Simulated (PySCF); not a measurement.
## The potential of point charges around `C/C=C/[PH2+]CC`

Species: `C/C=C/[PH2+]CC`, charge +1. Coordinates (PBE0-D3(BJ)/def2-SVP, Å) and charges (e) from the PBE0/pcSseg-1 density (PySCF):

```csv
atom,x,y,z,Mulliken,IAO,Hirshfeld,ESP-fitted
C1,3.568,-0.164,-0.455,-0.2282,-0.4243,-0.0878,-0.4921
C2,2.149,-0.564,-0.331,-0.1679,-0.0231,+0.0402,+0.2082
C3,1.253,0.022,0.484,-0.3791,-0.4406,-0.0967,-0.5407
P4,-0.428,-0.519,0.567,+0.5253,+0.9299,+0.4604,+0.4292
C5,-1.652,0.748,0.156,-0.5042,-0.4573,-0.0708,-0.0122
C6,-3.090,0.261,0.286,-0.2907,-0.4209,-0.0929,-0.3684
H7,3.821,0.704,0.168,+0.1513,+0.1672,+0.0680,+0.1821
H8,3.805,0.061,-1.508,+0.1739,+0.1866,+0.0780,+0.1852
H9,4.216,-1.011,-0.174,+0.1768,+0.1887,+0.0792,+0.1909
H10,1.831,-1.407,-0.960,+0.1548,+0.1623,+0.0703,+0.1264
H11,1.526,0.865,1.129,+0.1915,+0.1877,+0.0763,+0.2773
H12,-0.744,-1.021,1.850,+0.1540,+0.0319,+0.0622,+0.1099
H13,-0.583,-1.623,-0.297,+0.1425,+0.0346,+0.0647,+0.0941
H14,-1.442,1.601,0.825,+0.2083,+0.1856,+0.0781,+0.1072
H15,-1.410,1.080,-0.868,+0.2089,+0.1874,+0.0762,+0.0988
H16,-3.332,-0.039,1.317,+0.1519,+0.1595,+0.0597,+0.1205
H17,-3.773,1.077,0.012,+0.1804,+0.1864,+0.0764,+0.1582
H18,-3.303,-0.585,-0.384,+0.1505,+0.1585,+0.0592,+0.1255
```

Points outside the species (Å): A (-2.2, -2.4, -3.8); B (2.2, -0.6, 3.9); C (-6.1, 3.9, -0.1).

Task: Find the potential V = 14.3996 V·Å × Σ q/r of each set of charges at these points.

Result: In volts:

```
point  nearest atom  distance (Å)  Mulliken     IAO  Hirshfeld  ESP-fitted
    A           H13          3.94    +2.679  +2.737     +2.694      +2.684
    B           H11          3.21    +2.930  +3.038     +3.102      +2.981
    C           H17          3.66    +2.063  +2.020     +2.043      +2.069
```

Task: How far are the other sets from the ESP-fitted one at these points?

Result: Root-mean-square difference: Mulliken 0.030 V, IAO 0.053 V, Hirshfeld 0.072 V. The ESP scheme is a least-squares fit of atom-centred charges to the potential on four shells outside the van der Waals surface, with the total charge fixed.

Task: What energy would a point charge of -2 e have at B in the field of the ESP charges, leaving out polarisation?

Result: -5.962 eV = -575.2 kJ/mol, an attraction. The total charge alone, placed at the mean of the coordinates, would give -6.602 eV.

Geometry: PBE0-D3(BJ)/def2-SVP, one conformer, isolated ion.

The values belong to the conformer `[CH3:1]/[CH:2]=[CH:3]/[PH2+:4][CH2:5][CH3:6]`: C2–C3–P4–C5 -121°, C3–P4–C5–C6 -178°.
